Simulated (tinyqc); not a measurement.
Starting guesses with DIIS over 6 matrices: SCF starting guesses in the sto-3g basis, for CH2, spin multiplicity 3. Computed by the program tinyqc with PySCF. Command: `OMP_NUM_THREADS=1 python tinyqc.py 110219 110220 out.jsonl`; one thread of a shared host (Intel(R) Xeon(R) Processor @ 2.60GHz), about 0.7 s.

Geometry (angstrom):
```
atom,x,y,z
C,0.0000,0.0000,0.0000
H,0.0000,0.9400,0.5890
H,0.0000,-0.9400,0.5890
```

lowest solution found by these runs and by PySCF with stability checks = -38.433037 hartree

UHF with one setting changed at a time; a run stops when the energy changes by less than 1e-09 hartree and the error matrix is below 1e-5. Starts: the lowest orbitals of the core Hamiltonian, of the Wolfsberg-Helmholz matrix (K = 1.75), projected atomic densities, random orbitals, and the highest orbitals of the core Hamiltonian (a deliberately bad start).

Largest element of the error matrix X^T (FDS - SDF) X:
```
iteration,core,Wolfsberg-Helmholz,atomic densities,random,highest core orbitals
1,3.4e-01,1.6e-01,4.9e-01,2.7e+00,1.5e-01
2,2.9e-02,3.7e-02,5.6e-02,2.5e-01,3.2e-01
3,1.1e-02,8.9e-03,2.5e-02,1.2e-01,2.9e-01
4,3.1e-03,1.4e-03,8.4e-03,5.2e-02,2.5e-01
5,6.8e-04,4.3e-04,3.2e-03,1.6e-02,3.4e-02
6,2.6e-04,1.5e-04,3.5e-04,6.8e-03,7.7e-03
8,5.5e-06,2.7e-06,8.9e-06,4.4e-04,4.7e-04
10,-,-,-,1.5e-05,1.2e-05
```

How each run ends:
```
run,iterations,E (hartree),state
core,9,-38.433037,lowest found
Wolfsberg-Helmholz,8,-38.433037,lowest found
atomic densities,9,-38.433037,lowest found
random,12,-38.433037,lowest found
highest core orbitals,11,-38.106393,higher
```

4 of 5 runs reach the lowest solution found, in 8 to 12 iterations (fastest: Wolfsberg-Helmholz). Ending on a higher stationary point: highest core orbitals; a small error matrix cannot reveal that, and an occupation fixed by the start is kept by symmetry or by the shape of the basin. The first errors are 3e-01, 2e-01, 5e-01, 3e+00, 1e-01; the deliberately bad start has the smallest one, so a small first error does not mark a good start.
